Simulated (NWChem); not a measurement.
## Excited singlets of hydrazine (H$_{4}$N$_{2}$) by symmetry

SMILES: NN
```xyz
6

N      0.1745    -0.6794     0.0738
N     -0.1745     0.6794     0.0738
H     -0.6458    -1.2306     0.3138
H      0.5122    -1.0120    -0.8307
H      0.6458     1.2306     0.3138
H     -0.5122     1.0120    -0.8307
```
Charge 0, spin multiplicity 1.

Everything below was run with NWChem. All single points use one geometry, from PBE0/def2-SVP, a minimum by its harmonic frequencies. It is one conformer; others weren't searched.

Basis set: def2-SVPD. Symmetry labels belong to the abelian group C2 used in the runs, with the axes of the coordinates shown. Entries are the lowest vertical excitation energy of each symmetry in eV (for CIS and TDDFT among the lowest few roots); a state of one symmetry need not have the same character in every method. Symmetries that some method's roots don't reach, or where a double excitation leads the EOM-CCSD root, are left out.

The correlated methods keep 2 core orbitals frozen. B3LYP has NWChem's definition, with VWN1-RPA local correlation. Coupled-cluster values serve here as a point of comparison, not as the truth.

| method | a | b |
|---|---|---|
| CIS | 7.93 | 7.95 |
| TD-PBE | 5.86 | 5.86 |
| TD-B3LYP | 6.30 | 6.32 |
| TDA-BHandHLYP | 6.99 | 7.01 |
| EOM-CCSD | 6.82 | 6.83 |
